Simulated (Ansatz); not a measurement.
`[AlH2][SiH2][SiH3]` + H–F → `F[SiH2][AlH2]` + SiH₄ at 500 K and 1 bar (cleavage of the Si–Si bond).

Calculated with Ansatz (gas phase, PBE0-D4/def2-TZVP geometries, no zero-point term in ΔE). CCSD(T)/CBS adds triple-zeta CCSD(T) − MP2 to the extrapolated MP2 energy (def2 sets, frozen cores). This one scheme is used for every species.

```tsv
species	CCSD(T)/CBS energy (Eh)	H − E (kJ/mol)	S (J/(mol·K))
`[AlH2][SiH2][SiH3]`	-824.34741	193.2	429.4
H–F	-100.39570	39.4	188.7
`F[SiH2][AlH2]`	-633.31837	123.2	365.2
SiH₄	-291.46306	102.4	230.9
```

H − E and S are ideal-gas, rigid-rotor, harmonic terms from PBE0-D4/def2-TZVP. 1 Eh = 2625.50 kJ/mol, R = 8.31446 J/(mol·K).

**Question.** By hand: ΔE, ΔH, ΔS and ΔG.

**Answer.** ΔE = (-633.31837) + (-291.46306) − (-824.34741) − (-100.39570) = -0.03832 Eh = -100.6 kJ/mol. Δ(H − E) = 123.2 + 102.4 − 193.2 − 39.4 = -7.0, so ΔH = -107.6 kJ/mol. ΔS = 365.2 + 230.9 − 429.4 − 188.7 = -22.0 J/(mol·K). ΔG = -107.6 − 500 × (-22.0)/1000 = -96.6 kJ/mol.

**Question.** By hand: the equilibrium constant, and the temperature at which ΔG would vanish if ΔH and ΔS stayed fixed.

**Answer.** log₁₀ K = −ΔG/(RT ln 10) = 10.1. ΔG = 0 at ΔH/ΔS = 4891 K, far beyond where these terms or the molecules hold.

ΔH outweighs TΔS. A doubt of 5 kJ/mol in ΔE shifts log₁₀ K by 0.5 here. Modes under 60 cm⁻¹, often nearly free rotors, make the harmonic entropy too high. These are equilibria of isolated gas molecules and say nothing of rates. Largest T1 diagnostic: 0.013 (customary marks: 0.02 for closed shells, 0.045 for open ones).
